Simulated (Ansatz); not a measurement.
AlH2Et (C₂H₇Al). The state is a singlet with charge 0. Geometry relaxed at PBE0-D4/def2-TZVP.

```xyz
10

Al    1.2067    1.0926   -0.3650
H     1.1424    2.5074    0.3626
H     2.6186    0.5598   -0.8728
C    -0.4112    0.0031   -0.5658
C    -0.6857   -0.8724    0.6652
H    -0.3199   -0.6325   -1.4535
H    -1.2710    0.6588   -0.7443
H    -1.5946   -1.4695    0.5450
H     0.1316   -1.5742    0.8573
H    -0.8168   -0.2730    1.5712
```

Q: Estimate the harmonic wavenumbers at RKS PBE0-D4/def2-TZVP (Ansatz, unscaled). Is this a minimum?

A: 69i, 153, 201, 423, 573, 628, 689, 797, 945, 961, 1007, 1221, 1256, 1404, 1442, 1492, 1505, 1901, 1904, 3030, 3035, 3077, 3094, 3103 cm⁻¹. No: 1 imaginary mode, a saddle point. Zero-point energy 202.4 kJ/mol. Run time 48 s (4 threads of Arm Neoverse V2 on a shared host).
